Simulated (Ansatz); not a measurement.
Basis-set extrapolation for C4H5NO (`N#CCC1CO1`) (PBE0-D4/def2-TZVP geometry, frozen core, Ansatz 0.2.0). Multiplicity 1, RHF reference.

```json
{"": "HF", "def2-TZVPP": "-283.749632", "def2-QZVPP": "-283.761901"}
{"": "MP2 correlation", "def2-TZVPP": "-1.064173", "def2-QZVPP": "-1.136234"}
{"": "CCSD(T) correlation", "def2-TZVPP": "-1.136984", "def2-QZVPP": "not run"}
```

Energies in hartree. Use E(X) = E(∞) + A·exp(−7.88·√X) for Hartree–Fock and E(X) = E(∞) + B·X^(−2.97) for correlation, with X = 3 and 4, and add CCSD(T) minus MP2 of the smaller set to the MP2 limit.

Task: What is the CCSD(T) energy at the basis-set limit?

Result: HF limit: -283.761901 + (-0.012269) × 0.13774 = -283.76359. MP2 limit: -1.136234 + (-0.072061) × 0.74074 = -1.18961. Higher-order term: -1.136984 − (-1.064173) = -0.07281. Total: -285.02601 hartree, 366.0 kJ/mol below CCSD(T)/def2-TZVPP.
